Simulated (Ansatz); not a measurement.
# Property card for Fe2B

Method: DFT r2SCAN, scalar-relativistic, plane waves, PAW (Ansatz).

Plane waves to 500 eV, a k mesh through Γ of 12×12×12 on the computed 6-atom cell and Gaussian smearing (0.10 eV); collinear spin from starting moments 2.69 2.69 2.69 2.69 -0.2 -0.2 μB.

The structure is relaxed at this level of theory with its symmetry kept. Whether it is the stable form of this composition wasn't checked.

```xyz
6
Lattice="-2.5444 2.5444 2.1191 2.5444 -2.5444 2.1191 2.5444 2.5444 -2.1191" Properties=species:S:1:pos:R:3 pbc="T T T"
Fe    3.3964    0.8519    0.0000
Fe    0.8519    1.6925    0.0000
Fe   -0.8519    1.6925    2.1191
Fe    1.6925    0.8519    2.1191
B     0.0000    0.0000    3.1787
B     0.0000    0.0000    1.0596
```

(1) Formation energy from the elements' standard states (uncorrected)?

(2) Density of states at the Fermi level?

(3) Löwdin character within 0.5 eV of the Fermi level?

(4) Bader charges (e)?

(5) Total moment?

(6) Site moments (μB; atoms counted from 1 over the whole cell)?

The state reached may not be the lowest one. Only parallel moments were tried here.

Only this magnetic start was tried.

## Answers

(1) -0.243 eV/atom.

(2) 3.24 states/eV per cell.

(3) Fe 3d 83 %, B 2p 10 %.

(4) Fe (4 in the cell) 0.35, B (2 in the cell) -0.70.

(5) 9.27 μB per cell.

(6) Fe (atom 1) 2.45, Fe (atom 2) 2.45, Fe (atom 3) 2.45, Fe (atom 4) 2.45, B (atom 5) -0.18, B (atom 6) -0.18.

Cost: 1 run of about 11 core-minutes, on Intel Xeon Processor @ 2.50GHz (Skylake/Cascade Lake) (shared hosts).